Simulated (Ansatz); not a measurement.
Compare A (`C#CC(C)N`) with its isomer B (`CC#CNC`).

Calculated with Ansatz (gas phase, PBE0-D4/def2-TZVP geometries, no zero-point term in ΔE). CCSD(T)/CBS adds triple-zeta CCSD(T) − MP2 to the extrapolated MP2 energy (def2 sets, frozen cores). Functionals use def2-TZVPP. B3LYP here is the variant with VWN-RPA as its local correlation; programs differ in this. One conformer a species, not always the lowest.

A:

```xyz
12

C     0.5917   -2.0955   -0.9577
C     0.1888   -1.1531   -0.3305
C    -0.3248    0.0107    0.4003
C     0.7911    1.0027    0.6976
N    -1.4172    0.6934   -0.2861
H     0.9490   -2.9317   -1.5106
H    -0.7244   -0.3496    1.3553
H     0.3901    1.8369    1.2749
H     1.2115    1.3913   -0.2333
H     1.5966    0.5271    1.2582
H    -2.1639    0.0375   -0.4833
H    -1.0886    1.0301   -1.1848
```

B:

```xyz
12

C    -1.123   -0.794    2.190
C    -0.727   -0.371    0.859
C    -0.411   -0.016   -0.248
N    -0.052    0.438   -1.462
C     1.338    0.809   -1.655
H    -1.567   -1.793    2.169
H    -0.257   -0.839    2.855
H    -1.853   -0.113    2.638
H    -0.441   -0.095   -2.225
H     1.456    1.231   -2.655
H     2.031   -0.033   -1.538
H     1.605    1.577   -0.928
```

**Question.** Which is lower in electronic energy at CCSD(T)/CBS, and by how much? (An estimate is asked.)

**Answer.** Ansatz gave: A, by 28.8 kJ/mol.

**Question.** Give E(B) − E(A) in kJ/mol with CCSD/def2-TZVPP, B3LYP, B2PLYP, r2SCAN-D4, HF/def2-TZVPP, B3LYP-D4, ωB97M-V. (An estimate is asked.)

**Answer.** Ansatz gave: CCSD/def2-TZVPP 26.7, B3LYP 5.9, B2PLYP 15.3, r2SCAN-D4 13.0, HF/def2-TZVPP 14.1, B3LYP-D4 10.2, ωB97M-V 20.6. None reverses the order clearly.

Largest T1 diagnostic: 0.011.

The D4 term adds +4.4 kJ/mol with B3LYP and +2.3 kJ/mol with PBE0; it sums over pairs of atoms, weighted by their polarisabilities, and B3LYP, whose exchange is more repulsive, gets the larger term. In def2-TZVPP, CCSD(T) changes the Hartree–Fock value by +14.3 kJ/mol (the triples alone add +1.7 kJ/mol) and MP2 by +13.8 kJ/mol.
